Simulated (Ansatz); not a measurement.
Born–Oppenheimer molecular dynamics of FH7Si2 (10 atoms, charge 0, multiplicity 1). It starts at the highest image of a converged band. Of that band: Neighbouring images differ by up to 2.0 eV, so the band resolves the path poorly. A vibrational analysis at the climbing image gives one clearly imaginary mode, 1368i cm⁻¹: a first-order saddle point.

These are results of RKS B3LYP-D4/6-31G* (Ansatz), not measurements.

```yaml
ensemble: NVE (velocity Verlet)
time_step: 0.5 fs
steps_asked: 200
starting_velocities_drawn_for: 100 K
seed: 4506
```

First frame:

```xyz
10
Properties=species:S:1:pos:R:3
Si -0.353 0.029 -0.003
Si 0.006 -0.015 2.594
H -1.117 -0.118 3.568
H 0.895 -1.190 2.747
H 0.726 1.262 2.812
F 1.288 0.142 0.132
H -0.682 1.357 -0.557
H -0.494 -1.300 -0.627
H -1.995 -0.096 0.339
H -1.285 -0.071 1.294
```

Q: How far do the bonds stretch over the last three quarters of this one trajectory? (Pairs bonded in most of those frames.)

A: 
```
   bond  mean (Å)  spread (Å)  shortest  longest
Si1–Si2     2.411       0.196      2.13     2.69
 Si1–F6     1.639       0.052      1.55     1.71
 Si1–H7     1.495       0.017      1.47     1.53
 Si1–H8     1.494       0.015      1.46     1.52
 Si2–H3     1.494       0.028      1.45     1.54
 Si2–H4     1.489       0.008      1.48     1.50
 Si2–H5     1.489       0.024      1.45     1.52
 H9–H10     0.752       0.051      0.68     0.82
```

Mean temperature of the second half: 2039 K. The conserved energy stayed within 0.32 meV per atom of its start (net change 0.05 meV per atom), so the integration is sound. The kinetic energy rose, since the run started high on the potential surface and went downhill. It ends in pieces (FH5Si2 + H2), so much of that is their flight and rotation, not heat. A run of 0.1 ps of so small a system gives no equilibrium averages. The orbitals stay closed-shell, which can raise the energy where a bond breaks towards radicals; this wasn't checked here.

Time of the run: 10 min on 1 thread of Intel(R) Xeon(R) Platinum 8259CL CPU @ 2.50GHz (Skylake/Cascade Lake), on a shared host, peak memory 0.16 GiB.
